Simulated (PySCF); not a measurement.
## Dipole moment and polarisability of `[H]/N=C(\CO)CF`

C3H6FNO.
Structure used (GFN2-xTB), in Å, numbered top down from 1:
```xyz
12
C3H6FNO angstrom
N      0.2024    1.6394   -0.1390
C     -0.1533    0.4388   -0.0388
C      0.7526   -0.7236    0.3167
O      2.1018   -0.3470    0.4096
C     -1.6034    0.1102   -0.2672
F     -1.7963   -1.2211   -0.5337
H      1.1853    1.8001    0.0821
H      0.4689   -1.1019    1.3039
H      0.6055   -1.5346   -0.4098
H      2.4187   -0.0875   -0.4634
H     -1.9993    0.6815   -1.1115
H     -2.1816    0.3449    0.6340
```

Level: B3LYP/def2-SVPD (PySCF), static field, nuclei fixed, core orbitals frozen in the response. The polarisability tensor in these axes (au):

```
x   55.54  2.24  1.49
y    2.24 55.55 -1.88
z    1.49 -1.88 40.79
```

**Question.** What are the eigenvalues, a third of the trace, and Δα (Δα² = ½Σ(αi − αj)² over the three pairs)?

**Answer.** Principal values 40.35, 53.75 and 57.79 au; mean 50.63 au = 7.50 Å³ = 8.35 × 10⁻⁴⁰ C²·m²/J; Δα = 15.81 au (31 % of the mean).

**Question.** What is the dipole moment, and where does it point?

**Answer.** (0.28, -0.43, -0.46) D, 0.69 D in size, pointing from the negative to the positive side. Measured along this direction, the outermost atoms are H12 at the negative end and H9 at the positive end.

**Question.** Refractivity n − 1 of an ideal gas of it at 400 K and 1 atm, from the electronic α?

**Answer.** N = p/kT = 1.8347 × 10¹⁹ cm⁻³, so n − 1 = 2π × N × 7.50 × 10⁻²⁴ cm³ = 865 × 10⁻⁶ at long wavelengths.

**Question.** What molar refraction does this α imply?

**Answer.** Lorentz–Lorenz: R = (4π/3)N_A α = 2.5225 cm³/(mol·Å³) × 7.50 Å³ = 18.9 cm³/mol, in the limit of long wavelengths.

**Question.** Form Σ f/ω² (atomic units) for the 8 lowest TDDFT singlets, given as eV and f, and set it beside the mean polarisability, which is this sum over all singlets: 5.28, 0.0025; 6.48, 0.0087; 6.76, 0.0104; 7.16, 0.0167; 7.29, 0.0227; 7.57, 0.0923; 7.79, 0.0134; 8.08, 0.0520.

**Answer.** They add up to 2.89 au, 5.7 % of the 50.63 au; the largest single term is 1.19 au, from the state at 7.57 eV. Terms in order: 0.07, 0.15, 0.17, 0.24, 0.32, 1.19, 0.16, 0.59 au. Higher excitations give the rest. The strengths listed sum to 0.219.

**Question.** What depolarisation ratio follows for Rayleigh scattering of linearly polarised light, taking the static tensor?

**Answer.** ρ = 3Δα²/(45ᾱ² + 4Δα²) = 750.0/(115341 + 1000.0) = 0.00645.

**Question.** Give the principal axes and the span of the nuclei along them.

**Answer.** Largest value along (0.70, 0.71, -0.02), where the nuclei span 4.23 Å; middle along (0.70, -0.69, 0.18), 3.87 Å; least along (-0.12, 0.14, 0.98), 1.84 Å. The response follows the extents in order.

One conformer (not necessarily the lowest) at the GFN2-xTB geometry, without solvent, vibrations or thermal averaging.
